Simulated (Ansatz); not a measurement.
**Nudged elastic band run: BClH4**

The input (input.yaml):

```yaml
crystal:
  periodic: [false, false, false]
  atoms:
    - { symbol: B, position_ang: [-0.014738, 0.548637, 0.171801] }
    - { symbol: Cl, position_ang: [-0.035677, 1.153574, 1.811814] }
    - { symbol: H, position_ang: [1.049582, 0.390432, -0.360477] }
    - { symbol: H, position_ang: [-1.06617, 0.319921, -0.360733] }
    - { symbol: H, position_ang: [0.110566, -2.624182, 0.426188] }
    - { symbol: H, position_ang: [0.074239, -2.458982, 1.167706] }
basis:
  gaussian: { orbitals: def2-SVP }
hamiltonian:
  xc: b3lyp
neb:
  order_check: false
  images: 5
  f_tol: 0.05
  max_iterations: 60
  final_atoms:
    - { symbol: B, position_ang: [0.01809109, -0.26282892, -0.35766809] }
    - { symbol: Cl, position_ang: [0.00062349, -0.15429421, 2.18865314] }
    - { symbol: H, position_ang: [1.0396428, 0.36359603, -0.47915367] }
    - { symbol: H, position_ang: [-1.04495885, 0.28768256, -0.49037472] }
    - { symbol: H, position_ang: [0.06198648, -1.46870591, -0.35300428] }
    - { symbol: H, position_ang: [0.04241698, -1.43604955, 2.34784663] }
  initial_path:
    images:
      - { positions_ang: [[-0.014738, 0.548637, 0.171801], [-0.035677, 1.153574, 1.811814], [1.049582, 0.390432, -0.360477], [-1.06617, 0.319921, -0.360733], [0.110566, -2.624182, 0.426188], [0.074239, -2.458982, 1.167706]] }
      - { positions_ang: [[-0.0099413, 0.37161974, 0.12022991], [-0.02568434, 0.74710455, 1.94971143], [1.04358264, 0.27476232, -0.43193864], [-1.05391277, 0.22550256, -0.43385902], [0.09556998, -2.2199645, 0.42859244], [0.0681878, -2.06962467, 1.22356288]] }
      - { positions_ang: [[-0.0051446, 0.19460248, 0.06865882], [-0.01569169, 0.3406351, 2.08760886], [1.03758328, 0.15909265, -0.50340029], [-1.04165555, 0.13108412, -0.50698504], [0.08057395, -1.815747, 0.43099688], [0.0621366, -1.68026734, 1.27941977]] }
      - { positions_ang: [[-0.00034789, 0.01758521, 0.01708773], [-0.00569903, -0.06583435, 2.22550629], [1.03158391, 0.04342297, -0.57486193], [-1.02939832, 0.03666568, -0.58011107], [0.06557793, -1.4115295, 0.43340132], [0.0560854, -1.29091001, 1.33527665]] }
      - { positions_ang: [[0.00579843, -0.07588616, -0.10783087], [-0.00359152, -0.09532097, 2.21322191], [1.03427021, 0.15014732, -0.54295918], [-1.03458516, 0.12033798, -0.55019895], [0.06438078, -1.43058831, 0.17126612], [0.05152926, -1.33928986, 1.67279998]] }
      - { positions_ang: [[0.01194476, -0.16935754, -0.23274948], [-0.00148402, -0.12480759, 2.20093752], [1.03695651, 0.25687167, -0.51105643], [-1.03977201, 0.20401027, -0.52028684], [0.06318363, -1.44964711, -0.09086908], [0.04697312, -1.3876697, 2.0103233]] }
      - { positions_ang: [[0.01809109, -0.26282892, -0.35766809], [0.00062349, -0.15429421, 2.18865314], [1.0396428, 0.36359603, -0.47915367], [-1.04495885, 0.28768256, -0.49037472], [0.06198648, -1.46870591, -0.35300428], [0.04241698, -1.43604955, 2.34784663]] }
```

Command:

```bash
$ ansatz run input.yaml --threads 1 --pin off --max-ram 2048MiB --backend cpu --events-out ev --progress --plain --runs-dir out
```

Output, in part (warnings, iteration lines, the closing report on the highest movable image, with atoms numbered from 0):

```
NEB end point (image 0): max|allowed force component| = 1.787e-2 eV/Å (the criterion of neb.relax_end_points is 1.000e-2)
NEB end point (image 6): max|allowed force component| = 2.773e-2 eV/Å (the criterion of neb.relax_end_points is 1.000e-2)
NEB iter   1: max|band force component| = 4.364e0 eV/Å  barrier→ = 2.3217 eV  barrier← = 1.5991 eV  Δτ_max = 0.2000 Å  (149 SCF iters)
NEB iter   2: max|band force component| = 2.052e0 eV/Å  barrier→ = 1.4446 eV  barrier← = 0.7220 eV  Δτ_max = 0.2000 Å  (123 SCF iters)
NEB iter   3: max|band force component| = 8.810e-1 eV/Å  barrier→ = 1.0049 eV  barrier← = 0.2824 eV  Δτ_max = 0.1968 Å  (125 SCF iters)
NEB iter   4: max|band force component| = 1.050e0 eV/Å  barrier→ = 1.1135 eV  barrier← = 0.3910 eV  Δτ_max = 0.0977 Å  (121 SCF iters)
NEB iter   5: max|band force component| = 1.224e0 eV/Å  barrier→ = 1.0668 eV  barrier← = 0.3443 eV  Δτ_max = 0.0423 Å  (119 SCF iters)
NEB iter   6: max|band force component| = 4.208e-1 eV/Å  barrier→ = 1.0416 eV  barrier← = 0.3190 eV  CI = image 4  Δτ_max = 0.0375 Å  (114 SCF iters)
NEB iter   7: max|band force component| = 3.255e-1 eV/Å  barrier→ = 1.0560 eV  barrier← = 0.3335 eV  CI = image 4  Δτ_max = 0.0498 Å  (110 SCF iters)
NEB iter   8: max|band force component| = 2.386e-1 eV/Å  barrier→ = 1.0767 eV  barrier← = 0.3542 eV  CI = image 4  Δτ_max = 0.0297 Å  (110 SCF iters)
NEB iter   9: max|band force component| = 1.573e-1 eV/Å  barrier→ = 1.0794 eV  barrier← = 0.3569 eV  CI = image 4  Δτ_max = 0.1005 Å  (107 SCF iters)
NEB iter  10: max|band force component| = 1.002e0 eV/Å  barrier→ = 1.0784 eV  barrier← = 0.3558 eV  CI = image 4  Δτ_max = 0.0494 Å  (109 SCF iters)
NEB iter  11: max|band force component| = 1.651e-1 eV/Å  barrier→ = 1.0781 eV  barrier← = 0.3555 eV  CI = image 4  Δτ_max = 0.0981 Å  (104 SCF iters)
NEB iter  12: max|band force component| = 1.196e0 eV/Å  barrier→ = 1.0781 eV  barrier← = 0.3555 eV  CI = image 4  Δτ_max = 0.0501 Å  (102 SCF iters)
NEB iter  13: max|band force component| = 4.296e-1 eV/Å  barrier→ = 1.0781 eV  barrier← = 0.3555 eV  CI = image 4  Δτ_max = 0.1001 Å  (96 SCF iters)
NEB iter  14: max|band force component| = 1.692e-1 eV/Å  barrier→ = 1.0781 eV  barrier← = 0.3555 eV  CI = image 4  Δτ_max = 0.0135 Å  (104 SCF iters)
NEB iter  15: max|band force component| = 5.884e-2 eV/Å  barrier→ = 1.0781 eV  barrier← = 0.3555 eV  CI = image 4  Δτ_max = 0.0035 Å  (92 SCF iters)
NEB iter  16: max|band force component| = 2.320e-2 eV/Å  barrier→ = 1.0781 eV  barrier← = 0.3555 eV  CI = image 4  Δτ_max = 0.0000 Å  (188 SCF iters)
Total energy: -13258.88474352 eV, -487.2550271295 hartree
Atom 0 at     0.016374    -0.267462     0.024390 Å, force    -0.000294     0.000074    -0.000050 eV/Å
Atom 1 at     0.000126     0.019398     2.161250 Å, force    -0.000057     0.000210     0.000113 eV/Å
Atom 2 at     1.072372     0.156215    -0.347067 Å, force     0.000110    -0.000063     0.000116 eV/Å
Atom 3 at    -1.059008     0.096055    -0.355122 Å, force     0.000010     0.000072    -0.000025 eV/Å
Atom 4 at     0.051681    -1.535645     0.147733 Å, force    -0.000031    -0.000100     0.000014 eV/Å
Atom 5 at     0.036257    -1.139161     1.225115 Å, force     0.000262    -0.000192    -0.000169 eV/Å
Dipole moment:     0.006498    -0.232224     0.011433 e Å
```

It converged. A vibrational analysis at the climbing image gives one clearly imaginary mode, 721i cm⁻¹: a first-order saddle point. The orbitals stay closed-shell, which can raise the energy where a bond breaks towards radicals; this wasn't checked here.

Final band (atoms are numbered from 1 in the order of the input):

| image | path coordinate (Å) | energy (kJ/mol) | B1–Cl2 (Å) | H5–H6 (Å) | B1–H5 (Å) |
| --- | --- | --- | --- | --- | --- |
| 0 | 0.00 | 0.0 | 1.75 | 0.76 | 3.19 |
| 1 | 0.62 | 1.9 | 1.75 | 0.76 | 2.65 |
| 2 | 1.23 | 13.1 | 1.77 | 0.76 | 2.11 |
| 3 | 1.85 | 44.4 | 1.86 | 0.80 | 1.56 |
| 4 | 2.46 | 104.0 | 2.16 | 1.15 | 1.27 |
| 5 | 3.17 | 78.0 | 2.60 | 1.87 | 1.21 |
| 6 | 3.89 | 69.7 | 2.55 | 2.70 | 1.21 |

The run took 74 s on 1 thread of Arm Neoverse V2, with other jobs on the host, peak memory 0.095 GiB.
